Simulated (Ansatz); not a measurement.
# What a trial cell of AlZn relaxes into

Method: DFT PBE, scalar-relativistic, plane waves, PAW in Ansatz 0.2.0. Cutoff 420 eV, Γ-centred k mesh, Gaussian smearing, no spin polarisation in the final step.

AlZn was placed on the tungsten carbide structure type (P-6m2, No. 187), with Al in place of W, Zn in place of C, at a guessed volume.

```
Al Zn
1.0
     3.14564    0.00000    0.00000
    -1.57282    2.72420    0.00000
     0.00000    0.00000    3.06809
Al Zn
1 1
Cartesian
  0.0000 0.0000 0.0000
  1.5728 0.9081 1.5340
```

Cell and atoms relax at zero pressure; the relaxation can't lower the symmetry of the start. After a coarse first stage the cell is made exact in the group found at 0.06 Å.

The zero of energy is the elements' standard structures at the same level; no fitted shifts are applied.

Describe the relaxed structure.

It keeps P-6m2 (No. 187), but not the shape of the type it started on. Conventional cell: a = 2.811 Å, c = 4.715 Å. Al has 6 Al at 2.81 Å and 6 Zn at 2.86 Å; Zn is coordinated by 6 Zn at 2.81 Å and 6 Al at 2.86 Å.

Space group P-6m2 (No. 187). a = 2.811 Å, b = 2.811 Å, c = 4.715 Å, α = 90.00°, β = 90.00°, γ = 120.00°
| atom | site | symmetry | x | y | z |
| --- | --- | --- | --- | --- | --- |
| Al | 1a | -6m2 | 0.0000 | 0.0000 | 0.0000 |
| Zn | 1f | -6m2 | 0.6667 | 0.3333 | 0.5000 |

What are its volume, energy, density and gap?

The volume per atom is 16.13 Å³ and the density is 4.75 g/cm³. The energy over the elements is 0.06 eV/atom and the gap on the 24×24×12 mesh is 0 eV (a metal).

The final run used a 24×24×12 mesh on its 2-atom cell and 0.10 eV smearing. For metals, differences of a few meV/atom aren't resolved. A structure relaxed within its symmetry needn't be a true minimum. The steps took roughly 7 core-minutes in all.